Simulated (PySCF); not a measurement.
Compound: HCF (singlet state).
SMILES: `[CH]F`

The calculation used TDDFT CAM-B3LYP/aug-cc-pVTZ, vertical, gas phase, core orbitals frozen in the response (PySCF). Isolated species at its PBE0-D3(BJ)/def2-TZVP geometry, gas phase.

Computed states:

```
state  E (eV)       f
   S1    2.20  0.0051
   S2    6.29   0.060
   S3    7.01   0.020
   S4    7.71   0.015
   S5    7.93   0.038
   S6    8.44   0.021
   S7    9.07   0.059
   S8    9.80   0.054
   S9   10.15   0.064
  S10   10.15  0.0026
```

Broadening: Gaussians 0.3 eV wide at half height, area fixed by f = 4.319×10⁻⁹ ∫ε dν̃. The width is an assumption, not a result. The curve ends short of the highest state used, and states not computed would add to its high-energy end.

(1) Give the broadened spectrum and its maxima.

(2) Does any computed singlet lie in the visible range?

(3) On this curve, what absorbance would a 10⁻³ mol/L sample give at 532 nm over a 1 cm path?

(4) Coming from long wavelengths, where does ε first pass 100 L mol⁻¹ cm⁻¹?

Results:

(1) 
```
E (eV)  ε (L mol⁻¹ cm⁻¹)
  1.75                 1
  2.02               172
  2.29               356
  2.56                 8
  2.83                 0
  3.09                 0
  3.36                 0
  3.63                 0
  3.90                 0
  4.17                 0
  4.44                 0
  4.71                 0
  4.98                 0
  5.25                 0
  5.52                 0
  5.79                 2
  6.06              1041
  6.32              5257
  6.59               352
  6.86               894
  7.13              1136
  7.40                84
  7.67              1661
  7.94              3699
  8.21               684
  8.48              1823
  8.75               323
  9.02              4853
  9.29              1206
  9.55               756
```

Maxima: 564 nm (2.20 eV), ε about 460, made up of S1 (100%); 197 nm (6.29 eV), ε about 5400, made up of S2 (100%); 177 nm (7.01 eV), ε about 1800, made up of S3 (100%); 157 nm (7.91 eV), ε about 3800, made up of S4 (10%) and S5 (90%); 147 nm (8.44 eV), ε about 1900, made up of S6 (100%); 137 nm (9.07 eV), ε about 5300, made up of S7 (100%) (ε in L mol⁻¹ cm⁻¹; maxima over ε = 5, shares over 10%). At its high-energy end, 9.55 eV, the curve is still rising (ε about 760, from S8).

(2) S1 lies in the visible range (380 to 750 nm), at 564 nm, f = 0.0051; light of that wavelength is yellow-green, and its complementary colour is violet.

(3) 532 nm is 2.331 eV, where ε is about 270 L mol⁻¹ cm⁻¹, so A = ε c l ≈ 0.27 (Beer–Lambert, with the gas-phase spectrum and the assumed width).

(4) At about 627 nm (1.98 eV), 0.22 eV below S1.

Hardware: an Arm Neoverse V1 with one thread, shared host. Cost: 2.1 s wall, 0.35 GiB resident at most.
